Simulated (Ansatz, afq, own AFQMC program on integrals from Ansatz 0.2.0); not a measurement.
**NH2Cl, triplet in cc-pVTZ, levels against AFQMC with the constraint released**

```yaml
atoms:
  - { symbol: Cl, position_ang: [-0.8041, 0.0197, 0.0000] }
  - { symbol: H, position_ang: [0.4747, 0.0197, 0.0000] }
  - { symbol: N, position_ang: [1.8489, 0.0197, 0.0000] }
  - { symbol: H, position_ang: [2.1179, -0.9846, 0.0000] }
```

Connectivity, by distances: ClH ··· NH.

Basis cc-pVTZ. Noble-gas cores (and the filled d shells of Ga–Kr and In–Xe) are frozen. AFQMC by an in-house program on the Cholesky factors that Ansatz 0.2.0 writes for its CCSD(T) run. ph-AFQMC/CISD is guided by a CISD state made of CCSD amplitudes; releasing the constraint for a short imaginary time cuts its bias at the price of noise, slowly where states lie close. Uncertainties: one standard error, sampling alone.

Determinant: UHF, the one that the program's search chose, which needn't be the lowest solution. The geometry is a point of a scan.

No full CI on the walks' own integrals is used here. The released AFQMC energy serves as the reference, which it does only where one determinant dominates, the energy is flat over the last release times and near the phaseless one (40 meV or 2 meV an electron, half that with transition metals). On small molecules, where full CI could be run and the noise was under 10 meV, such values lay within 10 meV of it in 19 cases of 20, a flattering rate, since the rule was set on those same cases; what remains of the bias isn't in the error bar.

Cautions: lower spins were not checked; the released value is read at 1.62 1/Eh, later times being too noisy (meV from the phaseless value at times in 1/Eh: -2 ± 5 at 0.24, 4 ± 5 at 0.51, -3 ± 5 at 0.99, -8 ± 9 at 1.62, -11 ± 14 at 2.40).

```
T1 diagnostic                               : 0.0141
weight of the determinant in the CISD state : 0.872
⟨S²⟩ of the determinant                     : 2.022
size of the correlated space                : 14 electrons in 86 orbitals
```

```csv
level,correlation energy (eV)
MP2,-9.6267
CCSD,-10.6245
CCSD(T),-10.9934
```

(1) Estimate where phaseless AFQMC with the Hartree–Fock trial lies against CCSD(T) on the same integrals.

(1) 1.1 ± 3.3 kJ/mol above CCSD(T). The gap is under twice the noise, so this walk alone can't tell the two apart.

Reference: AFQMC with the constraint released, correlation energy -11.050 ± 0.009 eV.

| level | E − E(reference) (kJ/mol) | share of correlation (%) |
| --- | --- | --- |
| CCSD(T) | 5.4 ± 0.9 | 99.49 |
| ph-AFQMC/HF | 6.5 ± 3.4 | 99.39 |
| ph-AFQMC/CISD | 0.8 ± 1.0 | 99.93 |

A walk keeps the symmetry of its determinant, which the program's search chose and which needn't be the lowest solution, so a lower state of the same spin and another symmetry isn't excluded. Released energies are given only where the last usable release times agree within the noise; a slower fall can still hide under it.
